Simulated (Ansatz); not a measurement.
**AlH₂+ (triplet): from Hartree-Fock to the top rungs at distance Al1–H2 = 4.586 Å, cc-pVTZ**

How much of the correlation energy of AlH₂+ (triplet) does each wave-function method recover here?

Program: Ansatz 0.2.0, Gaussian basis. Level of theory: cc-pVTZ, core rule «outside noble gas», up to 5 orbitals frozen. These are calculated values, not measurements.

Plan: UHF; CCSD(T) on ROHF; CCSD(T) on UHF; BCCD(T) on ROHF; CISD; CCSDT(Q) on ROHF; CCSDT(Q) on UHF; CASSCF and MRCISD+Q, 4 electrons in 4 orbitals; CASSCF and NEVPT2, 4 electrons in 4 orbitals; CASSCF and MRCISD+Q, 4 electrons in 6 orbitals; CASSCF and NEVPT2, 4 electrons in 6 orbitals; Full CI.

19 further runs of the same task are left out: 4 for a known fault of the program, 9 that didn't finish, 6 set aside as unsound or not needed.

### 1 What is computed

The geometry derives from a PBE0/def2-TZVP stationary point (not a proven minimum). One bond is set to the value named and the two fragments are kept rigid.

3 atoms, charge 1, spin multiplicity 3.

Atoms are counted from 1 here; the program's logs count them from 0.

Bond lengths: Al1–H3 1.722 Å.

### 2 UHF

in.yaml reads:

```yaml
crystal:
  periodic: [false, false, false]
  atoms:
    - {symbol: Al, position_ang: [0.000000, -0.051996, -0.186981]}
    - {symbol: H, position_ang: [0.000000, 2.343457, 3.723672]}
    - {symbol: H, position_ang: [0.000000, -0.951575, 1.281610]}
basis:
  gaussian: {orbitals: cc-pVTZ}
total_charge: 1
magnetization: {spin_polarized: true, initial_magnetization: 2}
hamiltonian: {xc: hf}
output: {orbitals: {seedname: orbitals}}
```

The run is started by

```sh
$ ansatz run in.yaml --threads 1 --pin off --events-out ev --progress --plain --max-ram 2393MiB
```

The runs that follow: CCSD(T) on ROHF; CCSD(T) on UHF; BCCD(T) on ROHF; CISD; CCSDT(Q) on ROHF; CCSDT(Q) on UHF; CASSCF and MRCISD+Q, 4 electrons in 4 orbitals; CASSCF and NEVPT2, 4 electrons in 4 orbitals; CASSCF and MRCISD+Q, 4 electrons in 6 orbitals; CASSCF and NEVPT2, 4 electrons in 6 orbitals; Full CI.

**Question.** What will the summary of the whole plan be? Wanted: FCI below the RHF energy; RMP2 from FCI; UMP2 from FCI; RCCSD from FCI; RCCSD(T) from FCI; UCCSD(T) from FCI; RCCSDT(Q) from FCI; UCCSDT(Q) from FCI; NEVPT2 pair from FCI.

The runs gave:

| quantity | value |
| --- | --- |
| FCI below the RHF energy | -1.4675 eV |
| RMP2 from FCI | +41.8 kJ/mol |
| UMP2 from FCI | +38.6 kJ/mol |
| RCCSD from FCI | +3.3 kJ/mol |
| RCCSD(T) from FCI | +0.8 kJ/mol |
| UCCSD(T) from FCI | +0.6 kJ/mol |
| RCCSDT(Q) from FCI | 0.0 kJ/mol |
| UCCSDT(Q) from FCI | -0.1 kJ/mol |
| NEVPT2 pair from FCI | +32.8 kJ/mol |
| MRCISD+Q pair from FCI | +0.1 kJ/mol |
| NEVPT2 valence from FCI | +15.2 kJ/mol |
| levels within 1 kcal/mol (43 meV) | CISD, RCCSD, UCCSD, RCCSD(T), UCCSD(T), BCCD(T), RCCSDT, UCCSDT, RCCSDT(Q), UCCSDT(Q), MRCISD pair, MRCISD+Q pair, MRCISD valence, MRCISD+Q valence |
| T1 diagnostic | 0.050 |
| effectively unpaired electrons | 2.03 |

RCCSD(T) misses by +0.8 kJ/mol, 0.6 % of the correlation energy. The occupations are near whole numbers, but T1 = 0.050 shows that the orbitals relax strongly. Of the multireference levels listed MRCISD+Q pair comes nearest in total energy (+0.1 kJ/mol), which doesn't show that its space is the better one. These misses are within one basis, not against nature; the frozen cores of restricted and unrestricted runs differ, which can shift their rows.
